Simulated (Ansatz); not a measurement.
The input, for Ansatz 0.2.0:

```yaml
crystal:
  periodic: [false, false, false]
  atoms:
    - {symbol: B, position_ang: [0.000000, 0.000000, 2.012267]}
    - {symbol: C, position_ang: [0.000000, 0.000000, -0.470733]}
    - {symbol: H, position_ang: [0.000000, 0.000000, -1.541535]}
basis:
  gaussian: {orbitals: STO-3G}
magnetization: {spin_polarized: true, initial_magnetization: 2}
correlation: {method: bccd_t, electrons: outside_noble_gas}
scf: {lower_state_search: full}
```

```sh
$ ansatz run in.yaml --threads 1 --pin off --events-out ev --progress --plain --max-ram 2393MiB
```

Log:

```
136 factors; integrals over basis functions are off by at most 1.1e-4 eV
mean field evaluation 1: about -1681.6969 eV, gradient 1.1e1 eV
mean field evaluation 2: about -1681.7279 eV, gradient 1.1e1 eV
mean field evaluation 4: about -1684.6243 eV, gradient 3.4e0 eV
mean field evaluation 8: about -1686.1894 eV, gradient 5.3e-1 eV
mean field evaluation 16: about -1681.2573 eV, gradient 1.1e1 eV
mean field evaluation 32: about -1685.6037 eV, gradient 3.0e0 eV
mean field evaluation 64: about -1684.9034 eV, gradient 7.0e-4 eV
mean field evaluation 96: about -1684.8016 eV, gradient 1.3e0 eV
mean field evaluation 128: about -1685.5668 eV, gradient 3.6e-2 eV
mean field evaluation 160: about -1682.0034 eV, gradient 5.8e-1 eV
...
cycle   8  -2.06720236 eV  change   -6.0e-4 eV  update   7.4e-4
cycle   9  -2.06725719 eV  change   -5.5e-5 eV  update   4.5e-4
cycle  10  -2.06716873 eV  change    8.8e-5 eV  update   2.2e-4
cycle  11  -2.06704915 eV  change    1.2e-4 eV  update   1.3e-4
cycle  12  -2.06696616 eV  change    8.3e-5 eV  update   8.7e-5
cycle  13  -2.06689139 eV  change    7.5e-5 eV  update   6.6e-5
cycle  14  -2.06666482 eV  change    2.3e-4 eV  update   5.4e-5
cycle  15  -2.06648788 eV  change    1.8e-4 eV  update   3.1e-5
cycle  16  -2.06643840 eV  change    4.9e-5 eV  update   1.2e-5
cycle  17  -2.06643268 eV  change    5.7e-6 eV  update   5.8e-6
perturbative correction -0.04641767 eV, -0.0017058179 hartree
WARN: the results are in doubt because among natural orbitals full CI differs from the method by -0.091 eV
Total energy: -1688.29773695 eV, -62.0437974636 hartree
In doubt: among natural orbitals full CI differs from the method by -0.091 eV
```

Ran on 1 thread of Arm Neoverse V2, shared host: 0.84 s wall, 0.14 GiB peak host memory.
